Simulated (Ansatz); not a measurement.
Pressure against volume: NiO

Space group Fm-3m (No. 225). a = 4.217 Å, b = 4.217 Å, c = 4.217 Å, α = 90.00°, β = 90.00°, γ = 90.00°
```
atom  site  symmetry       x       y       z
  Ni    4a      m-3m  0.0000  0.0000  0.0000
   O    4b      m-3m  0.5000  0.0000  0.0000
```

The runs use the primitive cell with vectors (0.000, 2.108, 2.108), (2.108, 0.000, 2.108), (2.108, 2.108, 0.000) Å, to which the k mesh refers.

The structure comes from a relaxation in the same program, started in the rocksalt type, and has space group Fm-3m. Whether it is a known phase or the ground state wasn't checked.

Semilocal functionals without U often leave such compounds metallic or with too small a gap, and the real magnetic order may differ.

Other magnetic orders may lie lower; this is the state that the run reached.

All numbers are computed: DFT, PBE, all-electron LAPW, scalar-relativistic (Ansatz 0.2.0); DFT, PBE, PAW with Ansatz's default frozen-core files, scalar-relativistic (Ansatz 0.2.0).

For LAPW: a Γ-centred 16×16×16 k mesh, Fermi–Dirac smearing of 0.03 eV, basis error target 1 meV/atom, spin-polarised from start moments Ni1 1.5 μB. PAW takes a cutoff of 420 eV at this cell. The Ansatz runs share mesh, smearing and spin set-up. Plane-wave (PAW) pressures include the program's estimate of the Pulay term.

The cell above is scaled evenly, with fractional coordinates and shape held.

```json
{"V/V(cell)": "0.9405", "V (Å³/atom)": "8.816", "P, LAPW (GPa)": "12.03", "P, PAW (GPa)": "11.42", "moment, LAPW (μB)": "1.69", "free energy over the lowest listed, PAW (meV/atom)": "18.9"}
{"V/V(cell)": "0.9700", "V (Å³/atom)": "9.092", "P, LAPW (GPa)": "5.88", "P, PAW (GPa)": "5.36", "moment, LAPW (μB)": "1.78", "free energy over the lowest listed, PAW (meV/atom)": "4.6"}
{"V/V(cell)": "1.0000", "V (Å³/atom)": "9.374", "P, LAPW (GPa)": "0.42", "P, PAW (GPa)": "0.00", "moment, LAPW (μB)": "1.85", "free energy over the lowest listed, PAW (meV/atom)": "0.0"}
{"V/V(cell)": "1.0300", "V (Å³/atom)": "9.655", "P, LAPW (GPa)": "-4.39", "P, PAW (GPa)": "-4.69", "moment, LAPW (μB)": "1.90", "free energy over the lowest listed, PAW (meV/atom)": "4.2"}
{"V/V(cell)": "1.0600", "V (Å³/atom)": "9.936", "P, LAPW (GPa)": "-8.59", "P, PAW (GPa)": "-8.80", "moment, LAPW (μB)": "1.93", "free energy over the lowest listed, PAW (meV/atom)": "16.1"}
```

Task: What do Birch–Murnaghan fits to the pressures give?

Result: LAPW: V0 = 9.40 Å³/atom, B0 = 169 GPa, B0′ = 3.4; PAW: V0 = 9.37 Å³/atom, B0 = 167 GPa, B0′ = 3.5.

PAW's V0 lies -0.24 % from the all-electron value and its B0 -1.2 %. Symmetry fixes shape and coordinates here, so this is the relaxed modulus.
